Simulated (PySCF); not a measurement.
C4H3PS.
Z-matrix (Å and degrees, GFN2-xTB geometry), rows numbered from 1:
```
C 
C   1  1.2029
P   2  1.7588  1  172.05
S   3  1.9390  2  118.03  1     1.93
C   3  1.8088  2  108.98  1  -154.99
C   5  1.3355  3   68.34  2   -97.99
H   1  1.0517  2  176.64  3   179.81
H   5  1.0715  3  151.44  6  -171.71
H   6  1.0716  3  151.42  5   171.49
```

NICS is the negative of the GIAO shielding at a point without a nucleus: at the ring centre (0) and 1 Å above and below it (1); zz is the component along the ring normal. Level: GIAO PBE0/pcSseg-1 (PySCF, non-relativistic, gas phase) on the GFN2-xTB geometry, one conformer.

Ring bond lengths (Å), with Mayer bond orders in brackets: P3–C5 1.809 (0.92), C5–C6 1.335 (1.59), C6–P3 1.809 (0.92).

Q: What do the NICS probes read (ppm)?

A: 
| ring | type | NICS(0) | NICS(1), two faces | NICS(1)zz, two faces | rms pucker (Å) | centre to ring atoms, mean (Å) |
| --- | --- | --- | --- | --- | --- | --- |
| P3–C5–C6 | 3-membered ring with P; formal bonds 1 double, 2 single | -16.4 | -7.2 / -7.8 | -10.1 / -12.5 | 0.00 | 0.95 |

Q: What do they say, and how far can they be read as aromaticity?

A: 
- P3–C5–C6: mean NICS(1)zz -11.3 ppm, shielded. P3 has four or more neighbours, so the value isn't read as a sign of a π ring current. NICS(0) lies 9 ppm below the mean NICS(1).

Q: Give the inner angles of the rings and the Hirshfeld charges of the ring atoms.

A: 
- P3–C5–C6: P3 43.3° (+0.303 e), C5 68.3° (-0.062 e), C6 68.3° (-0.062 e); sum 180.0° against 180° for a flat convex ring.

Q: What are the shieldings of the ring atoms and their hydrogens in the same run (means over atoms taken as equivalent)?

A: 
```tsv
atoms	environment	σ isotropic (ppm)
P3	phosphorus bonded to 3 C and S	462.6
C5 (×2)	alkene CH carbon	19.5
H8 (×2)	vinylic hydrogen	22.34
```
